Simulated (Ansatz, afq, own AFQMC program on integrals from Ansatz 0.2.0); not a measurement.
# Ga, doublet in cc-pVTZ, levels against full CI

A free Ga atom.

Basis cc-pVTZ. Noble-gas cores (and the filled d shells of Ga–Kr and In–Xe) are frozen. Ansatz 0.2.0 and our own AFQMC program on the same integrals; the CISD trial comes from CCSD amplitudes, and released means the phaseless constraint is let go. Free AFQMC starts from the CCSD state and is never constrained. Its projection time is finite, and what remains of the start isn't in its error. Error bars are statistical, one sigma. No spin–orbit coupling.

Determinant: UHF, the one that the program's search chose, which needn't be the lowest solution.

Full CI on the same integrals is exact in this basis and with this determinant's frozen core.

Cautions: no relativity below Rb; no spin-orbit coupling; inner d shell frozen.

```
T1 diagnostic                               : 0.0134
weight of the determinant in the CISD state : 0.944
⟨S²⟩ of the determinant                     : 0.763
size of the correlated space                : 3 electrons in 29 orbitals
```

Question: Estimate: order these by the size of their error in total energy against full CI, smallest first.
A. phaseless AFQMC with the Hartree–Fock trial
B. AFQMC with the constraint released
C. CCSD
D. CCSD(T)

Answer: B (0.6 ± 0.3 meV), D (8.3 meV), C (31.5 meV), A (61.5 ± 8.4 meV).

Reference: full CI, correlation energy -1.298 eV. The released energy is read at 1.50 1/Eh (meV from the phaseless value at times in 1/Eh: -0.8 ± 0.8 at 0.24, -0.8 ± 0.5 at 0.50, -2.3 ± 0.4 at 1.00, -2.5 ± 0.3 at 1.50).

A walk keeps the symmetry of its determinant, which the program's search chose and which needn't be the lowest solution, so a lower state of the same spin and another symmetry isn't excluded. Released energies are given only where the last usable release times agree within the noise; a slower fall can still hide under it.
